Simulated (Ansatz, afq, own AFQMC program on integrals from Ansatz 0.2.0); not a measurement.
Integrals from Ansatz 0.2.0, then the random walk in our own AFQMC program (afq).

```yaml
crystal:
  periodic: [false, false, false]
  atoms:
    - {symbol: N, position_ang: [0.000000, -0.123151, -0.624976]}
    - {symbol: C, position_ang: [0.000000, 0.059956, 0.622305]}
    - {symbol: H, position_ang: [0.000000, -0.809947, 1.281846]}
    - {symbol: H, position_ang: [0.000000, 1.040239, 1.112909]}
    - {symbol: H, position_ang: [0.000000, 0.766609, -1.125303]}
basis:
  gaussian: {orbitals: aug-cc-pVDZ}
magnetization: {spin_polarized: false}
correlation: {method: ccsd_t, electrons: outside_noble_gas, hamiltonian_folder: ham}
```

```sh
$ ansatz run in.yaml --threads 1 --pin off --events-out ev --progress --plain --max-ram 16896MiB --backend cuda --devices 0, --max-vram 18GiB
```

afq runs on the folder ham with

```
--method phaseless --trial cisd --walkers 3000 --populations 20 --least-time 60 --time-step 0.005 --steps-per-block 50 --equilibration-blocks 28 --max-blocks 4000 --target-error 0.00021 --factor-cut 1e-05 --seed 1920 --release-times 0.24,0.51,0.99,1.62,2.4 --release-step 0.03 --release-every 3 --taylor-order 6
```

Times are imaginary, in 1/Eh. The walk had a cap of 245 s. With eight or more populations the least sampling time is a fifth of least-time, and the error comes from their spread.

afq prints:

```
orbitals 71  electrons 6 6  factors 605 of 719
reference energy -94.04742882 Eh
CCSD correlation -0.33629807 Eh in 11 cycles, weight of the determinant in the CISD state 0.8791
energy of the start -94.383728 Eh
 block  time / (1/Eh)  mean weight  energy / Eh
     1     0.250  1.0000  -94.379751
     2     0.500  1.0002  -94.384635
     3     0.750  1.0000  -94.388462
     4     1.000  1.0000  -94.391659
     5     1.250  0.9999  -94.393917
     7     1.750  0.9998  -94.394064
     9     2.250  1.0001  -94.396222
    11     2.750  1.0003  -94.395982
    15     3.750  1.0003  -94.396455
    19     4.750  0.9997  -94.397475
    23     5.750  0.9998  -94.398129
    27     6.750  0.9998  -94.397766
    31     7.750  1.0000  -94.397323
    35     8.750  0.9999  -94.396961
    39     9.750  1.0002  -94.395252
    43    10.750  1.0001  -94.397860
    47    11.750  0.9999  -94.397169
    51    12.750  0.9999  -94.394791
    55    13.750  1.0002  -94.396831
    57    14.250  1.0002  -94.399668
    59    14.750  0.9998  -94.398467
    63    15.750  1.0005  -94.397813
    67    16.750  0.9997  -94.396617
    71    17.750  0.9999  -94.397639
    75    18.750  1.0003  -94.397180
    79    19.750  0.9997  -94.397169
    83    20.750  1.0002  -94.397383
    87    21.750  0.9996  -94.398471
    91    22.750  1.0001  -94.395222
    95    23.750  0.9996  -94.395736
    99    24.750  0.9994  -94.397653
   103    25.750  1.0003  -94.397618
   107    26.750  1.0004  -94.397619
error from the spread of 20 populations
released: time / (1/Eh)  energy / Eh  error  mean overlap
  0.24  -94.397472  0.000185  0.9983
  0.51  -94.397434  0.000140  0.9934
  0.99  -94.397666  0.000141  0.9877
  1.62  -94.397915  0.000187  0.9824
  2.40  -94.397878  0.000244  0.9734
energy -94.397277 +/- 0.000198 Eh
(rows thinned)
```

The run passed its tests (sampling time, drift between the halves within three errors, error under three times the target), which doesn't prove that it has relaxed.

Against this walk (error 5.4 meV) on the same determinant: CCSD(T) 35.6 meV higher, CCSDT(Q) 2.6 meV lower (within the noise). The error is statistical and leaves out the bias of the constraint. Released to 2.40 1/Eh the energy moves by -16 ± 9 meV (both errors), within twice the noise.

Cautions: constraint bias not in the error.

The walk took 2.2 min on 1 × NVIDIA H100 80GB HBM3 with 2 threads of AMD EPYC 7R13 Processor (Zen 3), on a shared host (the card was shared). The log's last line is the phaseless energy.

CCSDT and higher add their correlation energy to the determinant of the CCSD(T) run, since their own runs factorise the integrals more tightly (a shift of under 2 meV). A walk keeps the symmetry of its determinant, which the program's search chose and which needn't be the lowest solution, so a lower state of the same spin and another symmetry isn't excluded.
